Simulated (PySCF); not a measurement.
C6H10: core ionisation energies

Compound: C₆H₁₀.
Cartesian coordinates in Å at the PBE0-D3(BJ)/def2-SVP level; atoms count from 1:
```xyz
16
C6H10 angstrom
C      2.626   -0.150    0.330
C      1.446   -0.749    0.117
C      0.143   -0.087    0.015
C      0.107    1.403    0.172
C     -0.946   -0.851   -0.217
C     -2.365   -0.423   -0.366
H      2.720    0.932    0.452
H      3.548   -0.733    0.389
H      1.425   -1.839    0.003
H      0.521    1.703    1.149
H     -0.907    1.812    0.096
H      0.726    1.892   -0.598
H     -0.774   -1.931   -0.312
H     -2.509    0.658   -0.233
H     -3.008   -0.941    0.366
H     -2.754   -0.695   -1.362
```

Theory: delta-SCF UKS SCAN, pcX-2 on the ionised atom, pcseg-1 elsewhere, spin-free X2C (PySCF). Each binding energy is the total energy of the core-ionised species, with the hole localised on one atom, minus that of the ground state; both are solved self-consistently, so orbital relaxation is included.

Question: List the computed XPS lines with their assignment.

Answer: 
```csv
atom(s),bonded to,level,binding energy (eV),above the level's lowest (eV),count
C1,C (double bond) and 2 H,C 1s,289.57,0.00,1
C5,"C (double bond), C and H",C 1s,289.79,+0.22,1
C2,"C (double bond), C and H",C 1s,290.27,+0.70,1
C3,C (double bond) and 2 C,C 1s,290.28,+0.71,1
C4,C and 3 H,C 1s,290.62,+1.05,1
C6,C and 3 H,C 1s,290.66,+1.09,1
```

The listed C 1s values span 1.09 eV, from C1 (bonded to C (double bond) and 2 H) to C6 (bonded to C and 3 H). The widest gap between neighbouring values is 0.48 eV, between 289.79 and 290.27 eV. Summing the Pauling electronegativity differences to the bonded atoms, each weighted by its formal bond order, gives -0.70 for the lowest site and -1.05 for the highest; the largest sum, 0.00, belongs to C3, 0.38 eV below the top. The smallest sum, -1.05, belongs to C4, 1.05 eV above the lowest. The values 290.27 and 290.28 eV; the values 290.62 and 290.66 eV lie too close for their order to be trusted.

Question: What is the C 1s shift of C5 against C4?

Answer: 289.79 − 290.62 = -0.83 eV, or -80 kJ/mol.

Question: What is the longest wavelength that can ionise C 1s of C1 vertically?

Answer: λ = hc/E = 12398.42 eV Å / 289.57 eV = 42.817 Å.

The unrestricted hole states depart most from a pure doublet (⟨S²⟩ = 0.75; over 0.85 named) for C 1s of C2 (0.91) and C 1s of C3 (0.88), which makes these values less certain. Geometry: PBE0-D3(BJ)/def2-SVP, one conformer, isolated molecule.

The run took 68 s of wall time on Arm Neoverse V1, one thread, no GPU, shared host, and the process peaked at 0.63 GiB of memory.
